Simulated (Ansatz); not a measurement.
Ba2Ti6O13: computed properties

Computed with DFT PBEsol, scalar-relativistic, plane waves, PAW (Ansatz).

Cutoff 420 eV; k points 10×10×4 on the computed 21-atom cell (Γ-centred); Gaussian smearing, width 0.10 eV; no spin polarisation.

The structure is relaxed at this level of theory with its symmetry kept. Whether it is the stable form of this composition wasn't checked.

```cif
data_structure
_symmetry_space_group_name_H-M 'C2/m'
_symmetry_Int_Tables_number 12
_cell_length_a 14.8250
_cell_length_b 3.9346
_cell_length_c 9.0497
_cell_angle_alpha 90.000
_cell_angle_beta 97.834
_cell_angle_gamma 90.000
_cell_volume 522.95
loop_
_atom_site_label
_atom_site_type_symbol
_atom_site_symmetry_multiplicity
_atom_site_Wyckoff_symbol
_atom_site_fract_x
_atom_site_fract_y
_atom_site_fract_z
_atom_site_occupancy
Ba1 Ba 4 i 0.94753 0.00000 0.21715 1
Ti1 Ti 4 i 0.83145 0.50000 0.55516 1
Ti2 Ti 4 i 0.74859 0.00000 0.77597 1
Ti3 Ti 4 i 0.87786 0.50000 0.89845 1
O1 O 2 b 0.00000 0.50000 0.00000 1
O2 O 4 i 0.57031 0.00000 0.30294 1
O3 O 4 i 0.63051 0.00000 0.62397 1
O4 O 4 i 0.67426 0.00000 0.92112 1
O5 O 4 i 0.80185 0.00000 0.56823 1
O6 O 4 i 0.62452 0.50000 0.11373 1
O7 O 4 i 0.74273 0.00000 0.24640 1
```

Task: Formation energy from the elements' standard states (uncorrected)?

Result: -3.178 eV/atom.

Task: Density of states at the Fermi level?

Result: 8.01 states/eV per cell.

Task: Löwdin character within 0.5 eV of the Fermi level?

Result: Ti 3d 86 %, O 2p 11 %.

Spin-orbit coupling is left out, which matters for the bands of heavy elements. Spin polarisation was left out, and a magnetic state may lie lower.

A ferromagnetic start lost its moments in a first run, so spin was left out; other magnetic orders weren't tried.

Cost: 1 run of about 38 core-minutes, on Intel Xeon Processor @ 2.50GHz (Skylake/Cascade Lake) (shared hosts).